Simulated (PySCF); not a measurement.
Cl₂.
Bonds: Cl1–Cl2.

Linear response at PBE0/aug-cc-pVTZ (PySCF, frozen core in the response, non-relativistic). Isolated species at its PBE0-D3(BJ)/def2-TZVP geometry, gas phase.

Static isotropic polarisability: 30.15 au (4.47 Å³), principal values 24.6, 24.6, 41.2 au.

Question: What is the polarisability at 1064 nm and at the sodium D line?

Answer: 30.36 au at 1064 nm (+0.7 %), 30.88 au at 589.3 nm (+2.4 %). The rise at 589.3 nm is 3.38 times that at 1064 nm; a pure ω² law gives 3.26. The lowest singlet lies at 334 nm, shorter than both wavelengths.

Question: What is the isotropic C6 coefficient between two such molecules, C6 = (3/π)∫α(iω)² dω?

Answer: 386.1 au (Eh·bohr⁶) by a ten-point quadrature over imaginary frequencies, which is 231 eV·Å⁶ or 22.3 J·nm⁶/mol.

Question: Which effective excitation energy ω̄ makes London's formula C6 = (3/4)α²ω̄ exact here?

Answer: ω̄ = 4·C6/(3α²) = 0.566 Eh = 15.4 eV. A one-pole form α(ω) = α/(1 − ω²/ω̄²) fitted to the 1064 nm value gives 13.8 eV.

Question: How many electrons N does the Slater–Kirkwood formula C6 = (3/4)·√N·α^(3/2) need to give this C6?

Answer: N = (4·C6/3)²/α³ = 9.7; the species has 34 electrons in all.

Question: The lowest 10 singlets have (eV, f): 3.71, 0.001; 3.71, 0.001; 6.65, 0.000; 6.65, 0.000; 8.42, 0.000; 8.42, 0.000; 8.98, 0.048; 8.98, 0.048; 9.25, 0.265; 9.25, 0.000. What share of the static polarisability do they carry in the sum over states α = Σ f/ω²?

Answer: 3.26 au, 10.8 % of α; the largest term, 2.30 au, is that of the state at 9.25 eV. Their oscillator strengths add up to 0.36. Higher states carry the rest.

Question: How anisotropic is the static polarisability, by Δα² = ½[(α1 − α2)² + (α2 − α3)² + (α3 − α1)²]?

Answer: Δα = 16.5 au, or 0.55 of the isotropic value.

Question: What three-body coefficient follows from the one-pole estimate C9 = (3/4)·α·C6?

Answer: 8730 au. This is an estimate from the two numbers above, not a computed integral.

Question: What n − 1 at the D line would an ideal gas of it have at 273.15 K and 1 atm (2.6868 × 10¹⁹ cm⁻³), by n − 1 = 2π·N·α′?

Answer: 7.73 × 10⁻⁴, a formal value whether or not that pressure can be reached.

The run took 4.6 s of wall time (grids of density and orbitals included) on one thread, Intel Xeon Platinum 8375C at 2.90 GHz (x86_64), shared host, and the process peaked at 0.33 GiB of memory. This is the whole response run at PBE0/aug-cc-pVTZ, SCF included.
